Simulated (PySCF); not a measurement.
## SMILES O=C(O)C1CC1, C$_{4}$H$_{6}$O$_{2}$

Cartesian coordinates in Å; atom numbers follow the order of the lines, from 1:
```xyz
12

O     1.331   -0.775   -1.209
C     1.018   -0.741   -0.046
O     1.692   -1.416    0.903
C    -0.114    0.017    0.513
C    -1.349    0.124   -0.350
C    -0.476    1.308   -0.177
H     2.408   -1.880    0.448
H    -0.243   -0.049    1.584
H    -1.306   -0.392   -1.300
H    -2.301    0.095    0.162
H     0.153    1.591   -1.011
H    -0.812    2.118    0.457
```

Level of theory: PySCF 2.14.0, quadratic response CAM-B3LYP/def2-TZVPD first hyperpolarisability, Taylor convention, gas phase. Geometry: PBE0-D3(BJ)/def2-TZVP.

Task: Give the tensor of the second harmonic β(−2ω;ω,ω) at 1907 nm in the axes of these coordinates.

Result: In au, Taylor convention; rows are the first index (the induced dipole):
|  | xx | yy | zz | xy | xz | yz |
| --- | --- | --- | --- | --- | --- | --- |
| x | -48.0 | -32.5 | +18.8 | +55.3 | +16.4 | -11.3 |
| y | +55.3 | -0.1 | -11.0 | -32.4 | -11.3 | +11.1 |
| z | +16.4 | +11.1 | -14.2 | -11.2 | +18.9 | -11.0 |

Norm of βᵢ = ⅓ Σⱼ (βᵢⱼⱼ + βⱼᵢⱼ + βⱼⱼᵢ): 76.9 au, hyper-Rayleigh value 46.8 au.
